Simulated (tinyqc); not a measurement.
Coupled-perturbed Hartree-Fock on RHF in the sto-3g basis, for H3O+, spin multiplicity 1, step by step. One step of it, computed by the program tinyqc.

Task: Orthogonalisation. S = U s U^T; canonical form X = U s^(-1/2), so that X^T S X = 1. Each column of U has its largest component positive (the first on a tie).

overlap S, lower triangle:
```
           1O 1s     1O 2s     1O 2px     1O 2py     1O 2pz     2H 1s     3H 1s     4H 1s
1O 1s   1.000000
1O 2s   0.236704  1.000000
1O 2px  0.000000  0.000000   1.000000
1O 2py  0.000000  0.000000   0.000000   1.000000
1O 2pz  0.000000  0.000000   0.000000   0.000000   1.000000
2H 1s   0.056745  0.488755   0.374962   0.000000  -0.141253  1.000000
3H 1s   0.056706  0.488560  -0.187376   0.324699  -0.141174  0.250433  1.000000
4H 1s   0.056706  0.488560  -0.187376  -0.324699  -0.141174  0.250433  0.250237  1.000000
```

Give: eigenvalues of S; X.

Result:

eigenvalues of S: 0.3118  0.3988  0.3989  0.9278  1.0560  1.3507  1.3508  2.2051

X:
```
              1        2        3        4        5        6        7        8
1O 1s   -0.3275  -0.0004   0.0000   0.7527   0.6226  -0.0001   0.0000   0.1196
1O 2s    1.3799   0.0014   0.0000  -0.1473   0.2137  -0.0001   0.0000   0.3915
1O 2px   0.0013  -0.9611   0.0000   0.0000   0.0000   0.6838   0.0000   0.0001
1O 2py   0.0000   0.0000   0.9612   0.0000   0.0000   0.0000   0.6837   0.0000
1O 2pz  -0.3662  -0.0003   0.0000  -0.6710   0.6987   0.0000   0.0000  -0.1063
2H 1s   -0.5963   1.0268   0.0000  -0.1143  -0.0923   0.4264   0.0000   0.3026
3H 1s   -0.5943  -0.5144  -0.8896  -0.1143  -0.0924  -0.2133   0.3693   0.3025
4H 1s   -0.5943  -0.5144   0.8896  -0.1143  -0.0924  -0.2133  -0.3693   0.3025
```
